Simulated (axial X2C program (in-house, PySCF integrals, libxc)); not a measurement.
**ClSiCl: properties at the nuclei**

Calculated with an axial X2C code built on PySCF integrals: two-component X2C with atomic mean-field Coulomb and Gaunt terms, Gaussian nuclei, basis Cl dyall-av3z, Si dyall-v3z with contracted cores.

Cl–Si–Cl held linear, with bonds 2.204 and 2.204 Å (near the PBE0 minimum at charge 0 of the determinant lowest at the starting distance; the state shown can have its own minimum elsewhere, held linear; other orders of the atoms were not compared).

Input and command:
```json
{"zs": [17, 14, 17], "q": 0, "bas": ["dyall-av3z", "dyall-v3z", "dyall-av3z"], "r0": [2.15, 2.15], "symm": 1, "scan": ["PBE0", "HF", "PBE"], "levels": ["PBE0", "HF", "BHandHLYP"], "nst": 2}
```
```bash
python solin.py task.json out
```

Keys: zs atomic numbers; q charge; bas basis sets; r0 starting distance in Å; symm equal bonds; scan levels of the two-bond scan; levels methods; nst determinants followed.

Determinant lowest in the PBE0 search, Ω = 0 (closed shell), highest spinor 51% Cl p, 19% Si s, 18% Si d:

```tsv
level	qzz Cl (a.u.)	qzz Si (a.u.)
PBE0	-0.11	-1.04
HF	-0.05	-1.06
BHandHLYP	-0.10	-1.08
```

Determinant 1.19 eV from it at PBE0 and this distance, Ω = 2 (⟨Sz⟩ = 1.00, ⟨Lz⟩ = 1.00 at PBE0), spin on the atoms Cl 0.14, Si 0.72, Cl 0.14:

```json
{"level": "PBE0", "A∥/gI Cl (MHz)": "114", "qzz Cl (a.u.)": "2.34", "A∥/gI Si (MHz)": "512", "qzz Si (a.u.)": "-0.10"}
{"level": "HF", "A∥/gI Cl (MHz)": "125", "qzz Cl (a.u.)": "2.38", "A∥/gI Si (MHz)": "597", "qzz Si (a.u.)": "-0.15"}
{"level": "BHandHLYP", "A∥/gI Cl (MHz)": "117", "qzz Cl (a.u.)": "2.44", "A∥/gI Si (MHz)": "551", "qzz Si (a.u.)": "-0.11"}
```

A∥ (defined per Ω) follows by multiplying with gI = μI/(I μN); qzz is the electric field gradient, eQq0 = 234.96 MHz × Q/barn × qzz. The operators were transformed with the bare-nucleus X2C matrices; with these basis sets, hyperfine constants and field gradients can be off by tens of per cent, and where levels differ in sign neither size nor sign is settled.

Task: With Q(35Cl) = -0.08112 barn (Q from Pyykkö, Mol. Phys. 2018), turn the PBE0 values of the first state into constants in MHz.

Result: eQq0(35Cl) = 234.96 × (-0.08112) × (-0.11) = 2.1 MHz.

The molecule was held linear; bending was not examined, so a bent shape may lie lower.

Each state is one determinant with collinear spin, which with several unpaired electrons need not be a pure state. Unrestricted Hartree–Fock can overshoot spin polarisation at the nuclei. With several open shells hyperfine constants can be off by a factor of several. Open-shell Ω = 0 determinants with evenly filled partner blocks cannot be reached by this program, so the Ω shown need not be the lowest component. The search compared states at one distance, so a state with another bond length can lie lower. PBE0 term energies can be off by some tenths of an eV.
